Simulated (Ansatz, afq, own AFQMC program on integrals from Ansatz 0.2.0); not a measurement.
Zr, singlet in def2-TZVPP, levels against full CI

A free Zr atom.

Basis def2-TZVPP with its core potentials. Only valence electrons are correlated. Ansatz 0.2.0 and our own AFQMC program on the same integrals; the CISD trial comes from CCSD amplitudes, and released means the phaseless constraint is let go. Error bars are statistical, one sigma. No spin–orbit coupling. The metal's outer-core s and p shells are frozen, which shifts wave-function levels against functionals.

Determinant: RHF, the one that the program's search chose, which needn't be the lowest solution.

Full CI on the same integrals is exact in this basis and with this determinant's frozen core.

Cautions: no spin-orbit coupling; outer-core shells of the metal frozen; another spin lies lower (by 737 meV); restricted determinant unstable towards unrestricted (UHF 1.22 eV lower, ⟨S²⟩ 1.40); strong correlation (T1 0.044, weight of the determinant 0.74, largest double 0.30); (T) is large, 10 % of the CCSD correlation; the CCSDT(Q) amplitudes may be one of several solutions (largest double 0.60); the released energies have errors that jump between times, so the bars are unsure, so no released level is given (meV from the phaseless value at times in 1/Eh: -35 ± 3 at 0.60, -53 ± 3 at 1.20, -93 ± 16 at 2.00, -92 ± 5 at 3.00, -96 ± 6 at 4.20); CCSDT(Q) on the UHF determinant differs (568 meV lower), perhaps since the unrestricted series falls towards higher spin.

- T1 diagnostic: 0.0443
- weight of the determinant in the CISD state: 0.736
- size of the correlated space: 4 electrons in 52 orbitals

```
  level  correlation energy (eV)
    MP2                  -1.6318
   CCSD                  -2.2560
CCSD(T)                  -2.4831
```

**Question.** Estimate where phaseless AFQMC with a CISD trial lies against CCSD(T) on the same integrals.

**Answer.** 1.46 ± 0.11 mEh above CCSD(T).

Reference: full CI, correlation energy -2.681 eV.

| level | E − E(reference) (mEh) | share of correlation (%) |
| --- | --- | --- |
| CCSD(T) | 7.27 | 92.62 |
| CCSDT | 2.00 | 97.97 |
| CCSDT(Q) | 0.02 | 99.98 |
| ph-AFQMC/CISD | 8.73 ± 0.11 | 91.14 |

CCSDT and higher add their correlation energy to the determinant of the CCSD(T) run, since their own runs factorise the integrals more tightly (a shift of under 2 meV). A walk keeps the symmetry of its determinant, which the program's search chose and which needn't be the lowest solution, so a lower state of the same spin and another symmetry isn't excluded.
